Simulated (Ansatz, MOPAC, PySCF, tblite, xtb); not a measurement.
Potential energy surface of H4BrSi (anion, charge -1), singlet: backside substitution at Si, threefold axis kept. Scanned: Si-Br distance and Si-H distance. Other coordinates (H-Si-H angle, Si-H length) were minimised at PBE0/def2-SVPD.

- GFN2-xTB, 300 K electronic temperature (tblite)
- RHF/def2-TZVPD, density fitting (PySCF)
- r2SCAN/def2-TZVPD, density fitting (PySCF)
- CAM-B3LYP/def2-TZVPD, density fitting (PySCF)
- RHF/aug-cc-pVTZ (Ansatz, a first-principles code)
- MP2/aug-cc-pVTZ = MP2 on RHF/aug-cc-pVTZ, cores with 3d frozen run with Ansatz
- CCSD/aug-cc-pVTZ = Ansatz with CCSD on RHF/aug-cc-pVTZ, cores with 3d frozen
- CCSD(T)/aug-cc-pVTZ = Ansatz with CCSD(T) on RHF/aug-cc-pVTZ, cores with 3d frozen
- RKS-PBE/aug-cc-pVTZ = restricted PBE/aug-cc-pVTZ (Ansatz)
- PM3, restricted, heats of formation (MOPAC)
- PM7, restricted, heats of formation (MOPAC)
- GFN1-xTB (xtb)
- RKS-B3LYP/6-31G* = PySCF with restricted B3LYP/6-31G*, spherical d
- RKS-LDA (SVWN5)/6-31G* = restricted LDA (SVWN5)/6-31G*, spherical d run with PySCF
- RHF/6-31G* = restricted Hartree-Fock/6-31G*, spherical d (PySCF)
- RKS-B3LYP/3-21G = restricted B3LYP/3-21G in PySCF

Energies in kcal/mol at chosen points (x: Si-Br distance (Å); y: Si-H distance (Å)), relative to x = 3.22, y = 1.51:

```csv
method,"(2.40, 1.83)","(4.88, 2.94)","(2.26, 2.94)","(2.26, 1.51)","(2.26, 1.83)","(3.52, 1.39)","(3.90, 1.60)"
GFN2-xTB,1.7,—,26.9,3.8,4.4,4.0,5.3
RHF,24.4,91.8,55.6,29.5,32.5,1.5,0.4
r2SCAN,15.3,83.2,49.8,19.2,22.2,3.5,3.1
CAM-B3LYP,18.5,88.1,52.6,22.1,25.5,2.6,2.3
RHF/aug-cc-pVTZ,24.5,90.9,53.8,30.2,32.8,1.6,0.3
MP2/aug-cc-pVTZ,17.8,92.1,52.5,21.1,24.9,3.1,3.3
CCSD/aug-cc-pVTZ,18.7,82.9,51.3,22.8,26.0,3.0,2.6
CCSD(T)/aug-cc-pVTZ,17.9,80.6,50.9,22.0,25.2,3.2,2.9
RKS-PBE/aug-cc-pVTZ,14.3,76.2,46.0,19.4,21.4,4.1,2.6
PM3,15.1,103.9,79.2,12.7,22.9,2.2,2.2
PM7,29.3,120.9,107.4,25.8,38.3,0.5,4.2
GFN1-xTB,-24.9,—,23.0,-27.3,-21.5,15.1,-81201.5
RKS-B3LYP/6-31G*,17.6,82.6,59.5,22.5,25.4,3.3,1.7
RKS-LDA (SVWN5)/6-31G*,9.7,81.9,52.1,13.4,16.1,5.6,4.6
RHF/6-31G*,24.9,95.4,67.5,30.1,33.4,1.7,0.4
RKS-B3LYP/3-21G,21.5,82.3,64.3,32.5,32.9,4.5,2.7
```

A dash means that the run gave no value there, or that the column was ended at a point which the program doubted or which failed a test of continuity chosen for this set; such a test can also cut sound points.
